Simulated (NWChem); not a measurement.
System: DMSO (C2H6OS); SMILES CS(C)=O

Output (shortened):

```
             Northwest Computational Chemistry Package (NWChem) 7.3.0
             --------------------------------------------------------

                             Geometry "geometry" -> ""
                             -------------------------

 Output coordinates in angstroms (scale by  1.889725989 to convert to a.u.)

  No.       Tag          Charge          X              Y              Z
 ---- ---------------- ---------- -------------- -------------- --------------
    1 C                    6.0000     0.82175100     1.35513900     0.19203500
    2 S                   16.0000    -0.20884500     0.00049400    -0.44299800
    3 C                    6.0000     0.81510200    -1.35910800     0.19219300
    4 O                    8.0000    -1.46018700     0.00360400     0.38543000
    5 H                    1.0000     0.28464100     2.28300200    -0.04664300
    6 H                    1.0000     1.80954500     1.35620700    -0.29129700
    7 H                    1.0000     0.90455800     1.24770300     1.28335600
    8 H                    1.0000     0.89839500    -1.25196200     1.28350500
    9 H                    1.0000     0.27347200    -2.28436100    -0.04640300
   10 H                    1.0000     1.80289500    -1.36505400    -0.29110700

 Effective nuclear repulsion energy (a.u.)     183.2216303222

                              NWChem Property Module
                              ----------------------

                                 NWChem DFT Module
                                 -----------------

 Summary of "ao basis" -> "ao basis" (spherical)
 ------------------------------------------------------------------------------
       Tag                 Description            Shells   Functions and Types
 ---------------- ------------------------------  ------  ---------------------
 C                         def2-svpd                 8       20   4s2p2d
 S                         def2-svpd                11       27   5s4p2d
 O                         def2-svpd                 9       23   4s3p2d
 H                         def2-svpd                 4        8   2s2p

            General Information
            -------------------
          SCF calculation type: DFT
          Wavefunction type:  closed shell.
          No. of atoms     :    10
          No. of electrons :    42
           Alpha electrons :    21
            Beta electrons :    21
          Charge           :     0
          Spin multiplicity:     1
          Use of symmetry is: off; symmetry adaption is: off
          Maximum number of iterations: 150
          AO basis - number of functions:   138
                     number of shells:    60
          Convergence on energy requested:  1.00D-06
          Convergence on density requested:  1.00D-05
          Convergence on gradient requested:  5.00D-04

              XC Information
              --------------
                         B3LYP Method XC Potential
                     Hartree-Fock (Exact) Exchange  0.200
                        Slater Exchange Functional  0.800 local
                    Becke 1988 Exchange Functional  0.720 non-local
              Lee-Yang-Parr Correlation Functional  0.810
                  VWN I RPA Correlation Functional  0.190 local

             Grid Information
             ----------------
          Grid used for XC integration:  medium
          Radial quadrature: Mura-Knowles
          Angular quadrature: Lebedev.
          Tag              B.-S. Rad. Rad. Pts. Rad. Cut. Ang. Pts.
          ---              ---------- --------- --------- ---------
          C                   0.70       49          11.0       434
          S                   1.00       88          10.0       590
          O                   0.60       49          11.0       434
          H                   0.35       45          12.0       434
          Grid pruning is: on
          Number of quadrature shells:   505
          Spatial weights used:  Erf1

      Superposition of Atomic Density Guess
      -------------------------------------

 Sum of atomic energies:        -550.29175858

      Non-variational initial energy
      ------------------------------

 Total energy =    -552.366631
 1-e energy   =   -1119.921021
 2-e energy   =     384.332760
 HOMO         =      -0.286531
 LUMO         =       0.056753

   convergence    iter        energy       DeltaE   RMS-Dens  Diis-err
 ---------------- ----- ----------------- --------- --------- ---------
 d= 0,ls=0.0,diis     1   -552.8549849652 -7.36D+02  1.87D-02  1.08D+00
 d= 0,ls=0.0,diis     2   -552.2349888961  6.20D-01  1.33D-02  7.03D+00
 d= 0,ls=0.0,diis     3   -552.9797788971 -7.45D-01  1.96D-03  4.37D-02
 d= 0,ls=0.0,diis     4   -552.9828202081 -3.04D-03  9.11D-04  1.42D-02
 d= 0,ls=0.0,diis     5   -552.9845636671 -1.74D-03  1.44D-04  2.48D-04
  Resetting Diis
 d= 0,ls=0.0,diis     6   -552.9845984728 -3.48D-05  3.97D-05  2.99D-05
 d= 0,ls=0.0,diis     7   -552.9846022413 -3.77D-06  1.72D-05  1.65D-06
 d= 0,ls=0.0,diis     8   -552.9846021700  7.13D-08  8.63D-06  2.46D-06

         Total DFT energy =     -552.984602170029
      One electron energy =    -1122.597752432004
           Coulomb energy =      433.741230891820
    Exchange-Corr. energy =      -47.349710952048
 Nuclear repulsion energy =      183.221630322202

[...]

 DFT Linear Response polarizability / au
 Frequency  =       0.0773000 / au
 Wavelength =     589.4353558 / nm
              X              Y              Z
 -----------------------------------------------
 X      58.0853563      0.0055068     -0.2844799
 Y       0.0055068     60.3226374     -0.0000489
 Z      -0.2845454     -0.0000487     47.5617277
 -----------------------------------------------
 Eigenvalues =      58.0930273     60.3226510     47.5540431
 Isotropic   =      55.3232405
 Anisotropic =      11.8126787
 -----------------------------------------------

 Magnetic Dipole Response Matrix (nonzero elements):
```

Level: B3LYP/def2-SVPD. Structure relaxed at the PBE0/def2-SVP level. B3LYP is NWChem's, with the RPA form of VWN correlation.

Problem. Write an input that gives this output.

Solution. This is not unique; one that fits is the input that was run:
```
start job
memory heap 200 mb stack 900 mb global 1100 mb
geometry units angstroms noautosym nocenter noautoz
  C      0.821751     1.355139     0.192035
  S     -0.208845     0.000494    -0.442998
  C      0.815102    -1.359108     0.192193
  O     -1.460187     0.003604     0.385430
  H      0.284641     2.283002    -0.046643
  H      1.809545     1.356207    -0.291297
  H      0.904558     1.247703     1.283356
  H      0.898395    -1.251962     1.283505
  H      0.273472    -2.284361    -0.046403
  H      1.802895    -1.365054    -0.291107
end
basis spherical
  C library def2-svpd
  S library def2-svpd
  O library def2-svpd
  H library def2-svpd
end
dft
  xc b3lyp
  iterations 150
end
property
  response 1 0.0773
end
task dft property
```
